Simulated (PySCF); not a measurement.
**Heteronuclear NMR**

Geometry:
```csv
atom,x (Å),y (Å),z (Å)
C1,-1.610,-0.296,0.156
C2,-0.394,0.320,-0.529
C3,0.887,-0.358,-0.161
C4,1.936,0.231,0.407
F5,1.957,1.532,0.705
H6,-1.711,-1.365,-0.091
H7,-1.531,-0.216,1.251
H8,-2.538,0.207,-0.155
H9,-0.527,0.263,-1.624
H10,-0.320,1.390,-0.282
H11,0.985,-1.431,-0.356
H12,2.866,-0.276,0.679
```

PySCF calculation with coordinates at the PBE0-D3(BJ)/def2-SVP level, shielding tensors at PBE0/pcSseg-1 (GIAO) and J: B3LYP/pcJ-1 (spin–dipole term only in couplings to heteroatoms); relativity neglected, averaged over atoms made equivalent by symmetry, fast rotation or ring inversion, isolated molecule, a single conformation.

What are the 19F shifts?

Answers


```json
{"atoms": "F5", "environment": "vinylic fluorine", "σ (ppm)": "299.2", "δ (ppm)": "-121.1"}
```

Shieldings were converted by a linear fit to measured shifts: 19F (scatter 6.9 ppm rms, 7.7 ppm with the 5 outliers that the fit left out vs CFCl3, solution or neat liquid, with a term for F on sp3 carbon). A few per cent of atoms miss by over 2 rms, more outside the fitted compound classes. Couplings are scaled by factors fitted to measured values: 2J(H,H) × 0.91 (rms 0.6 Hz), 3J(H,H) × 0.91 (rms 0.4 Hz, 0.5 with 2 outliers), 1J(C,F) × 0.77 (rms 7.3 Hz), 2J(C,F) × 1.09 (rms 1.9 Hz, 5.0 with 1 outliers), 3J(C,F) × 1.48 (rms 1.3 Hz); all others are unscaled and can be 10–30 % off.

Couplings (the largest are listed; each averaged over equivalent pairs): 1J(C4,F5) = -258.9 Hz, 2J(F5,H12) = 91.9 Hz, 2J(C3,F5) = 3.8 Hz, 3J(F5,H11) = 33.5 Hz, 3J(C2,F5) = 8.5 Hz.

On a 300 MHz spectrometer 19F resonates near 282.3 MHz, so 1 ppm is 282.3 Hz.
